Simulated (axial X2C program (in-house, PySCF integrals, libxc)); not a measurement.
Spin–orbit effects along a row: molecules with H, HF

Calculated with an in-house relativistic program for diatomic molecules, spin-free (one-electron X2C) or two-component (2c: spin–orbit coupling with atomic mean-field Coulomb and Gaunt terms, which also bring small scalar terms), in Dyall basis sets with cores contracted in-house; open shells are unrestricted.

Basis sets: B dyall-v3z, C dyall-v3z, F dyall-av3z, H dyall-v3z, Li dyall-cv3z, N dyall-av3z, O dyall-av3z.

| molecule | spin-free state | Re (Å) | ωe (cm⁻¹) | De (eV) | 2c state | Re 2c (Å) | ωe 2c (cm⁻¹) | De 2c (eV) |
| --- | --- | --- | --- | --- | --- | --- | --- | --- |
| LiH | M_S = 0, Λ = 0 | 1.605 | 1429.4 | 1.48 | Ω = 0 | 1.605 | 1429.4 | 1.48 |
| BH | M_S = 0, Λ = 0 | 1.221 | 2486.9 | 2.68 | Ω = 0 | 1.221 | 2486.8 | 2.68 |
| CH | M_S = 1/2, Λ = 1 | 1.105 | 3038.4 | 2.39 | Ω = 1/2 | 1.105 | 3038.1 | 2.39 |
| NH | M_S = 1, Λ = 0 | 1.020 | 3510.3 | 2.22 | Ω = 1 | 1.020 | 3510.1 | 2.22 |
| OH | M_S = 1/2, Λ = 1 | 0.951 | 4036.3 | 2.86 | Ω = 3/2 | 0.951 | 4036.1 | 2.87 |
| HF | M_S = 0, Λ = 0 | 0.898 | 4464.8 | 4.19 | Ω = 0 | 0.898 | 4464.9 | 4.18 |

Question: Work out the shifts from the spin-free to the two-component result.

Answer: 

| molecule | 2c state | ΔRe (Å) | Δωe (cm⁻¹) | ΔDe (eV) |
| --- | --- | --- | --- | --- |
| LiH | Ω = 0 | 0.000 | 0.0 | 0.00 |
| BH | Ω = 0 | 0.000 | -0.1 | 0.00 |
| CH | Ω = 1/2 | 0.000 | -0.3 | 0.00 |
| NH | Ω = 1 | 0.000 | -0.2 | 0.00 |
| OH | Ω = 3/2 | 0.000 | -0.2 | 0.01 |
| HF | Ω = 0 | 0.000 | 0.1 | -0.01 |

Shifts of one unit in the last digit are rounding.

Each entry is the lowest single determinant of a limited PBE0 search at one distance. De goes to single-determinant-based atoms at the same level (for ions the charge split of lowest energy) and is withheld (n/a) where an atom does not fit its ground term or J level. Main or longest-lived isotopes. One determinant is a doubtful description, or other states lie close, for CH, NH; these need not be ground states, and all values refer to the states named. Some open-shell Ω = 0 determinants are out of reach, so the Ω given for NH need not be the lowest component. With several unpaired electrons the Ω given is that of one determinant, not necessarily of the lowest component. Some light 2c atoms are not at their ground J level, so De misses part of their lowering (0.04 eV or less).
